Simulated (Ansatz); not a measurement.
Reaction (SMILES): C/C=C/C + 4 [H][H] (H2) -> 4 C (CH4)

Quantity: energy of full hydrogenation (enthalpy at 298 K), in kcal/mol. Terms: six Cartesian d functions in 6-31G* and its kin unless marked 5d; 6-311+G** with 5d; LANL2DZ all-electron up to Ne; frozen cores in correlated levels; non-relativistic; no spin-orbit coupling; dispersion terms only where a functional's name holds one. CBS(X,Y): correlation extrapolated as X^-3; Hartree-Fock from the larger set. [CCSD(T)-MP2]/basis is that difference in the basis named. First-principles rows: single points at B3LYP-D3(BJ) geometries (Ansatz, an electronic-structure program), with unscaled harmonic terms from B3LYP/6-31G* at its own minima.

Measured values: Active Thermochemical Tables 1.112 (ions: stationary electron), as tabulated in the package chemicals; they hold spin-orbit and core effects, anharmonicity. 

Value to compare with, the measured value: -68.6 kcal/mol.

```csv
level,program,energy of full hydrogenation (enthalpy at 298 K) (kcal/mol),error
B3LYP/STO-3G,Ansatz,-86.2,-17.6
B3LYP/3-21G,Ansatz,-77.7,-9.1
B3LYP/LANL2DZ,Ansatz,-81.9,-13.3
B3LYP/6-31G,Ansatz,-76.2,-7.6
B3LYP/6-31G*,Ansatz,-73.6,-5.0
B3LYP/6-31+G*,Ansatz,-75.0,-6.4
B3LYP/6-31G**,Ansatz,-72.8,-4.2
B3LYP/def2-SVP,Ansatz,-72.4,-3.8
B3LYP/cc-pVDZ,Ansatz,-70.8,-2.2
B3LYP/6-311+G**,Ansatz,-72.5,-3.9
B3LYP/def2-TZVPD,Ansatz,-71.2,-2.6
"RI-MP2/CBS(aug-cc-pVTZ,aug-cc-pVQZ)+[CCSD(T)-MP2]/aug-cc-pVTZ",Ansatz,-68.0,0.6
```

Among the 10 habitual levels, B3LYP/STO-3G lies farthest from the measured value (-17.6 kcal/mol) and B3LYP/cc-pVDZ nearest (-2.2); 0 of 10 lie above it, and their mean absolute error is 7.3 kcal/mol, the median 5.7. One case shows no general order.

The sets are all those run for this method; runs whose electronic state is in doubt are left out.
